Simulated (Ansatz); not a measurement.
System: solid iodine. Method: BLYP (PAW; Ansatz, a first-principles code).

Numerical settings: plane-wave cutoff 520 eV, 8×8×4 k mesh (along the axes of the cell as run), Fermi–Dirac smearing 0.01 eV, scalar-relativistic PAW data made under PBE.

Cell (measured lattice):

```
I
1.0
    3.62895     2.39140     0.00000
   -3.62895     2.39140     0.00000
    0.00000     0.00000     9.82380
I
4
Direct
  0.84515   0.84515   0.88250
  0.65485   0.65485   0.38250
  0.34515   0.34515   0.61750
  0.15485   0.15485   0.11750
```

What does this level give for the band gap and smallest direct gap on the k points sampled?


band gap: 1.10 eV
smallest direct gap on the k points sampled: 1.28 eV

Note: cell and atoms aren't relaxed at this level (largest force component 0.50 eV/Å, pressure 2.9 GPa).

Spin–orbit coupling is not included; with these elements it can move the gap by several tenths of an eV or more.

Static lattice: no zero-point or thermal effects.

Computing time: about 2.1 core-minutes (a rough figure).
